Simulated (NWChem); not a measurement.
System: SO, triplet; SMILES O=S

Here is an NWChem input.

```
start job
memory heap 200 mb stack 900 mb global 1100 mb
geometry units angstroms noautoz
  O      0.000000     0.000000    -0.995398
  S      0.000000     0.000000     0.506377
end
basis spherical
  * library def2-tzvp
end
dft
  odft
  mult 3
  xc rpbe cpbe96
  iterations 150
  mulliken
end
task dft energy
```

All runs use the structure optimised with PBE0/def2-SVP, spin-unrestricted. No stability test was run on the SCF state.

Task: Predict the main results of this run. (RPBE/def2-TZVP, spin-unrestricted.) Quantities: energy (Ha); highest occupied level (eV); lowest empty minus highest occupied level, either spin (eV); dipole (D); <S²>.

Result: 
| Item | Result |
|---|---|
| energy (Ha) | -473.38 |
| highest occupied level (eV) | -6.05 |
| lowest empty minus highest occupied level, either spin (eV) | 1.76 |
| dipole (D) | 1.44 |
| <S²> | 2.01 |
